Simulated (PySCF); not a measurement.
A structure optimised at PBE0-D3(BJ)/def2-SVP (Å):
```
atom  x, y, z in Å
O1     0.7942   -1.8332   -1.1535
C2     0.4632   -0.9067   -0.4657
C3    -0.9645   -0.4192   -0.2825
C4    -0.9202    1.0154    0.2078
S5     0.5140    1.1091    1.3398
C6     1.4572   -0.0685    0.3389
H7    -1.5246   -0.5640   -1.2178
H8    -1.4193   -1.0717    0.4835
H9    -1.8147    1.3109    0.7724
H10   -0.7911    1.7246   -0.6256
H11    2.1389    0.4314   -0.3708
H12    2.0668   -0.7281    0.9735
```

Charge 0, singlet.

(1) Which heavy atoms are bonded, and with what formal order?

(2) Write the SMILES.

(3) Name the point group.

(4) Which rings does it hold (smallest set)?

(5) Classify the heavy atoms.

(6) What is the arrangement about C2?

(7) What is the arrangement about C6?

Results:

(1) O1–C2 1.20 Å (double); C2–C3 1.52 Å (single); C3–C4 1.52 Å (single); C4–S5 1.83 Å (single); S5–C6 1.81 Å (single); C2–C6 1.53 Å (single). Bonds to hydrogen (Å): C3–H7 1.10; C3–H8 1.10; C4–H9 1.10; C4–H10 1.10; C6–H11 1.10; C6–H12 1.10.

(2) `O=C1CCSC1`, C4H6OS, tetrahydrothiophen-3-one. Among its features: ketone and sulfide.

(3) C1 (no symmetry element, even within 0.4 Å).

(4) C2–C3–C4–S5–C6 (5 members, 0.18 Å rms from planarity).

(5) O1: ketone oxygen; C2: ketone carbonyl carbon; C3: sp3 carbon next to a carbonyl; C4: sp3 carbon bound to sulfur; S5: sulfide sulfur; C6: sp3 carbon bound to sulfur.

(6) It has 3 neighbours (O1, C3, C6) and is planar (angles 125.1°, 123.0° and 111.8°, sum 360.0°, 0.00 Å off the plane of its three neighbours).

(7) It has 4 neighbours (S5, C2, H11, H12) and is tetrahedral (angles from 107.5° to 112.5°).

All values are computed, not measured.
